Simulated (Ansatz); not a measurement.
Basis-set extrapolation for C3H8FN, SMILES `CCC(N)F` (PBE0-D4/def2-TZVP geometry, frozen core, Ansatz 0.2.0). Multiplicity 1, RHF reference.

|  | def2-TZVPP | def2-QZVPP |
| --- | --- | --- |
| HF | -272.271185 | -272.283744 |
| MP2 correlation | -0.988242 | -1.061257 |
| CCSD(T) correlation | -1.065386 | not run |

Energies in hartree. Use E(X) = E(∞) + A·exp(−7.88·√X) for Hartree–Fock and E(X) = E(∞) + B·X^(−2.97) for correlation, with X = 3 and 4, and add CCSD(T) minus MP2 of the smaller set to the MP2 limit.

Task: What is the CCSD(T) energy at the basis-set limit?

Result: HF limit: -272.283744 + (-0.012559) × 0.13774 = -272.28547. MP2 limit: -1.061257 + (-0.073015) × 0.74074 = -1.11534. Higher-order term: -1.065386 − (-0.988242) = -0.07714. Total: -273.47795 hartree, 3.85 eV below CCSD(T)/def2-TZVPP.
